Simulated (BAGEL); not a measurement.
# C3H6S (SMILES C=CSC) at HF/6-31G(d) (density fitting with qzvpp-jkfit, spherical functions)

Aim: the vertical ionisation energy of C3H6S at HF/6-31G* (density fitting with qzvpp-jkfit, spherical functions), from 2 runs. 

Program for the calculation: BAGEL 1.2.2.

2 further runs of the same task are left out: 2 set aside as unsound or not needed.

### Step 1. The molecule

The species is C3H6S (10 atoms), meant as a singlet with charge 0. As SMILES, `C=CSC`. The shape is that of a PBE0-D4/def2-TZVP optimisation. This is one conformer, not always the lowest.

Bond lengths: C1–C2 1.328 Å, C2–S3 1.743 Å, S3–C4 1.798 Å, C1–H5 1.083 Å, C1–H6 1.084 Å, C2–H7 1.087 Å, C4–H8 1.090 Å, C4–H9 1.090 Å, C4–H10 1.091 Å. Some angles: C1–C2–S3 124.2°, C2–S3–C4 100.4°, C1–C2–H7 120.7°, S3–C2–H7 115.0°, C2–C1–H5 120.4°, C2–C1–H6 122.0°, S3–C4–H8 111.4°, S3–C4–H9 106.7°, S3–C4–H10 110.9°, H5–C1–H6 117.6°.

### Step 2. A single-point energy at HF/6-31G(d) (density fitting with qzvpp-jkfit, spherical functions)

input.json reads:

```json
{ "bagel" : [

{
  "title" : "molecule",
  "basis" : "6-31gs.json",
  "df_basis" : "qzvpp-jkfit",
  "angstrom" : true,
  "geometry" : [
    { "atom" : "C", "xyz" : [      -0.656500,       1.908400,      -0.637400 ] },
    { "atom" : "C", "xyz" : [      -0.509800,       0.669100,      -0.182300 ] },
    { "atom" : "S", "xyz" : [       0.790800,       0.154500,       0.857600 ] },
    { "atom" : "C", "xyz" : [       0.782200,      -1.615100,       0.538900 ] },
    { "atom" : "H", "xyz" : [      -1.531000,       2.179900,      -1.215600 ] },
    { "atom" : "H", "xyz" : [       0.073900,       2.684200,      -0.437900 ] },
    { "atom" : "H", "xyz" : [      -1.252100,      -0.094500,      -0.401500 ] },
    { "atom" : "H", "xyz" : [       1.073700,      -1.835800,      -0.488100 ] },
    { "atom" : "H", "xyz" : [       1.510500,      -2.058900,       1.217900 ] },
    { "atom" : "H", "xyz" : [      -0.198600,      -2.043300,       0.751300 ] }
  ]
},

{ "title" : "hf" },

{ "title" : "print", "file" : "orbitals.molden", "orbitals" : true }

]}
```

The basis set 6-31G* is read from a file made from the Basis Set Exchange's data (not shown).

Launch:

```
$ BAGEL_NUM_THREADS=1 BAGEL input.json > input.out
```

The program printed:

```text
* using 1 threads per process

  ===============================================================
  ===============================================================

  *** Geometry ***

  { "atom" : "C", "xyz" : [     -1.240605,      3.606353,     -1.204511 ] },
  { "atom" : "C", "xyz" : [     -0.963382,      1.264416,     -0.344497 ] },
  { "atom" : "S", "xyz" : [      1.494395,      0.291963,      1.620629 ] },
  { "atom" : "C", "xyz" : [      1.478144,     -3.052097,      1.018373 ] },
  { "atom" : "H", "xyz" : [     -2.893171,      4.119414,     -2.297151 ] },
  { "atom" : "H", "xyz" : [      0.139651,      5.072403,     -0.827511 ] },
  { "atom" : "H", "xyz" : [     -2.366126,     -0.178579,     -0.758725 ] },
  { "atom" : "H", "xyz" : [      2.028999,     -3.469159,     -0.922375 ] },
  { "atom" : "H", "xyz" : [      2.854431,     -3.890757,      2.301497 ] },
  { "atom" : "H", "xyz" : [     -0.375300,     -3.861277,      1.419751 ] },

  Number of auxiliary basis functions:      461

  Since a DF basis is specified, we compute 2- and 3-index integrals:
    o Being stored without compression. Storage requirement is 0.019 GB

  Number of basis functions:       72
  Number of electrons      :       40

    * METHOD: MOLECULE                             0.18

  *** RHF ***

  === Nuclear Repulsion ===
   154.0042642880

      * DIIS with orbital gradients will be used.

  === RHF iteration (6-31gs.json) ===
      0       -514.47896746          0.01415739           0.05
      1       -514.56100900          0.00507789           0.04
      2       -514.57181881          0.00161158           0.04
      3       -514.57336399          0.00036303           0.04
      4       -514.57343790          0.00011631           0.04
      5       -514.57345826          0.00004504           0.04
      6       -514.57346049          0.00001446           0.04
      7       -514.57346072          0.00000499           0.04
      8       -514.57346075          0.00000145           0.04
      9       -514.57346075          0.00000072           0.04
     10       -514.57346075          0.00000023           0.04
     11       -514.57346075          0.00000010           0.04
     12       -514.57346075          0.00000003           0.04
     13       -514.57346075          0.00000001           0.04
     14       -514.57346075          0.00000001           0.04
    * SCF iteration converged.

    * Permanent dipole moment:
           (    0.285024,     0.492602,     0.316234) a.u.

    * METHOD: HF                                   0.75

    * METHOD: PRINT                                0.01

  ===============================================================
```

Wall time 1.1 s (1 thread of Arm Neoverse V2, shared host); peak memory 0.099 GiB.

### Step 3. The doublet cation, same level

calc.json reads:

```json
{ "bagel" : [

{
  "title" : "molecule",
  "basis" : "6-31gs.json",
  "df_basis" : "qzvpp-jkfit",
  "angstrom" : true,
  "geometry" : [
    { "atom" : "C", "xyz" : [      -0.656500,       1.908400,      -0.637400 ] },
    { "atom" : "C", "xyz" : [      -0.509800,       0.669100,      -0.182300 ] },
    { "atom" : "S", "xyz" : [       0.790800,       0.154500,       0.857600 ] },
    { "atom" : "C", "xyz" : [       0.782200,      -1.615100,       0.538900 ] },
    { "atom" : "H", "xyz" : [      -1.531000,       2.179900,      -1.215600 ] },
    { "atom" : "H", "xyz" : [       0.073900,       2.684200,      -0.437900 ] },
    { "atom" : "H", "xyz" : [      -1.252100,      -0.094500,      -0.401500 ] },
    { "atom" : "H", "xyz" : [       1.073700,      -1.835800,      -0.488100 ] },
    { "atom" : "H", "xyz" : [       1.510500,      -2.058900,       1.217900 ] },
    { "atom" : "H", "xyz" : [      -0.198600,      -2.043300,       0.751300 ] }
  ]
},

{
  "title" : "uhf",
  "charge" : 1,
  "nopen" : 1
},

{
  "title" : "print",
  "file" : "orbitals.molden",
  "orbitals" : true
}

]}
```

The basis set 6-31G* is read from a file made from the Basis Set Exchange's data (not shown).

Launch:

```
$ BAGEL_NUM_THREADS=1 BAGEL calc.json > calc.out
```

The program printed:

```text
* using 1 threads per process

  ===============================================================
  ===============================================================

  *** Geometry ***

  { "atom" : "C", "xyz" : [     -1.240605,      3.606353,     -1.204511 ] },
  { "atom" : "C", "xyz" : [     -0.963382,      1.264416,     -0.344497 ] },
  { "atom" : "S", "xyz" : [      1.494395,      0.291963,      1.620629 ] },
  { "atom" : "C", "xyz" : [      1.478144,     -3.052097,      1.018373 ] },
  { "atom" : "H", "xyz" : [     -2.893171,      4.119414,     -2.297151 ] },
  { "atom" : "H", "xyz" : [      0.139651,      5.072403,     -0.827511 ] },
  { "atom" : "H", "xyz" : [     -2.366126,     -0.178579,     -0.758725 ] },
  { "atom" : "H", "xyz" : [      2.028999,     -3.469159,     -0.922375 ] },
  { "atom" : "H", "xyz" : [      2.854431,     -3.890757,      2.301497 ] },
  { "atom" : "H", "xyz" : [     -0.375300,     -3.861277,      1.419751 ] },

  Number of auxiliary basis functions:      461

  Since a DF basis is specified, we compute 2- and 3-index integrals:
    o Being stored without compression. Storage requirement is 0.019 GB

  Number of basis functions:       72
  Number of electrons      :       40

    * METHOD: MOLECULE                             0.18

  *** Open-shell HF ***

  === Nuclear Repulsion ===
   154.0042642880

      * DIIS with orbital gradients will be used.

  === UHF iteration (6-31gs.json) ===
      0       -514.18623404          0.02788855           0.09
      1       -514.28392592          0.01147866           0.08
      2       -514.30019281          0.00547699           0.09
      3       -514.30475219          0.00111699           0.09
      4       -514.30615788          0.00036388           0.09
      5       -514.30658774          0.00027291           0.09
      6       -514.30702958          0.00023086           0.09
      7       -514.30735769          0.00016979           0.09
      8       -514.30761627          0.00005565           0.09
      9       -514.30764047          0.00002919           0.09
     10       -514.30764606          0.00001477           0.09
     11       -514.30764747          0.00001011           0.09
     12       -514.30764859          0.00000439           0.09
     13       -514.30764887          0.00000227           0.08
     14       -514.30764893          0.00000105           0.08
     15       -514.30764894          0.00000049           0.09
     16       -514.30764894          0.00000021           0.09
     17       -514.30764894          0.00000007           0.09
     18       -514.30764894          0.00000005           0.09
     19       -514.30764894          0.00000003           0.09
     20       -514.30764894          0.00000002           0.09
     21       -514.30764894          0.00000001           0.09
    * SCF iteration converged.

    * S^2 (UHF) is 0.8860

    * Permanent dipole moment:
           (    0.188718,     0.189713,     0.191297) a.u.

    * METHOD: UHF                                  2.04

    * METHOD: PRINT                                0.01

  ===============================================================
```

It took 2.4 s on 1 thread of Arm Neoverse V2, shared host; peak memory 0.099 GiB.

### Step 4. Summary of results

Level: HF/6-31G* (density fitting with qzvpp-jkfit, spherical functions).

```
                                          quantity          value
                       singlet C3H6S: total energy  -514.57346 Eh
                      singlet C3H6S: dipole moment         1.65 D
                        singlet C3H6S: HOMO energy       -8.46 eV
                        singlet C3H6S: LUMO energy        4.47 eV
                      singlet C3H6S: HOMO–LUMO gap       12.93 eV
                      doublet cation: total energy  -514.30765 Eh
                              doublet cation: ⟨S²⟩          0.886
vertical ionisation energy (to the doublet cation)       7.233 eV
```

What this shows: Removing an electron at fixed nuclei costs 7.23 eV (167 kcal/mol). −ε(HOMO) before ionisation, 8.46 eV, is 1.23 eV above this ionisation energy. ⟨S²⟩ (doublet cation) is 0.89 where a pure doublet has 0.75: the reference is spin-contaminated.
